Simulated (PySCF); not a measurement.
Species: C₅H₉N (charge -1 and doublet state).
Cartesian coordinates in Å at the GFN2-xTB level; atoms count from 1:
```xyz
15
C5H9N angstrom
C      1.824    0.059    0.245
N      0.438    0.412    0.256
C     -0.417   -0.499    1.016
C     -1.772   -0.421    0.366
C     -1.631    0.475   -0.770
C     -0.163    0.538   -1.062
H      2.028   -0.930   -0.224
H      2.390    0.813   -0.312
H      2.206    0.028    1.270
H      0.003   -1.542    0.970
H     -0.381   -0.213    2.088
H     -2.626   -0.285    1.041
H     -2.295    0.353   -1.635
H      0.165    1.494   -1.516
H      0.226   -0.275   -1.756
```

The hyperfine couplings belong to this conformer and change with its torsions.

The species is `CN1C[CH][CH-]C1` [radical] (charge -1).

Theory: UKS B3LYP, pcH-1 on C H N, non-relativistic, mean-field spin-orbit, GIAO (PySCF). Whether the extra electron is bound in the gas phase wasn't checked; a finite basis holds it in any case. The geometry wasn't refined by DFT: couplings that depend on bond lengths, twists or pyramidal angles can differ widely from those at the functional's own minimum, by a factor of two or more for some ions and for spin on atoms past the first row. No stability test was run, so a lower SCF solution isn't excluded.

Problem. Match the computed a_iso(13C) values +82.3, -9.6, -1.3 MHz (means over equivalent nuclei) with the sites C1; C3/C6; C4/C5.

Solution. 
```csv
site,a_iso (MHz),ρ(0) (bohr⁻³),position,distance from C4 (Å),spin population,largest |T| (MHz)
C1,-1.3,-0.0012,3 bonds from C5,3.63,0.00,0.4
C3/C6,-9.6,-0.0085,1 bond from C4,1.93,-0.02,2.1
C4/C5,+82.3,+0.0732,largest spin population,0.73,+0.48,81.7
```

Problem. The isotropic 1H couplings, averaged over equivalent nuclei, are +42.2, +35.6, -0.1 MHz. Assign them to H7/H8/H9; H10/H11/H14/H15; H12/H13.

Solution. 
```tsv
site	a_iso (MHz)	ρ(0) (bohr⁻³)	position	distance from C4 (Å)	bound to	spin population there	largest |T| (MHz)
H7/H8/H9	-0.1	0.0000	4 bonds from C4	4.13	C1	0.00	1.8
H10/H11/H14/H15	+35.6	+0.0080	2 bonds from C4	2.66	C3/C6	-0.02	6.1
H12/H13	+42.2	+0.0094	1 bond from C4	1.65	C4/C5	+0.48	19.9
```

ρ(0) is the spin density at the nucleus and T the dipolar tensor; entries for several nuclei are means. Largest spin populations (Mulliken): C4 (+0.48) and C5 (+0.48). Main spin sites, with 60 % or more of the largest population: C4, C5; positions count bonds from the nearest.

Examples of negative spin density at the nucleus (bohr⁻³): C3/C6 (-0.0085), N2 (-0.0028) and C1 (-0.0012).

Nuclei that the bonding pattern makes equivalent are averaged, as if the motion that swaps them (rotation, inversion, ring flip) were fast. The 1H value of +35.6 MHz is a mean of couplings from 18.9 to 57.5 MHz in this one geometry, not an average over conformers. The 1H value of +42.2 MHz is a mean of couplings from 37.5 to 46.8 MHz in this one geometry, not an average over conformers.

C4, the radical centre as drawn in `CN1C[CH][CH-]C1`, holds a spin population of +0.48 out of 1.

Hardware: an Arm Neoverse V2 with one thread, no GPU, shared host with 96 logical CPUs at a one-minute load of 41. Cost: 34 s (with the writing of density and orbital grids), 0.91 GiB resident at most.
